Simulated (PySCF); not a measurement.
**How methods differ on the ionisation energy of He**

He 1s2 (1S) → He⁺ 1s1 (2S), as a difference of total energies. All numbers are calculated (PySCF 2.14, the spin-free X2C one-electron Hamiltonian (Gaussian nucleus), in Sapporo-DZP-2012 (2s1p, 5 functions)). Correlated levels: valence: nothing frozen. The calculations carry no spin-orbit coupling.

| method | ionisation energy (eV) | error (eV) |
| --- | --- | --- |
| UHF | 23.443 | -1.144 |
| BP86 | 24.782 | +0.195 |
| MN15 | 24.854 | +0.267 |
| MP2 (valence) | 24.185 | -0.402 |
| SCS-MP2 (valence) | 24.333 | -0.254 |
| CCSD (valence) | 24.380 | -0.207 |

Reference: 24.587 eV (measured; NIST Atomic Spectra Database, ionization energies).

Errors of the correlated levels include the incompleteness of this basis.

With two correlated electrons CCSD is exact in that space.
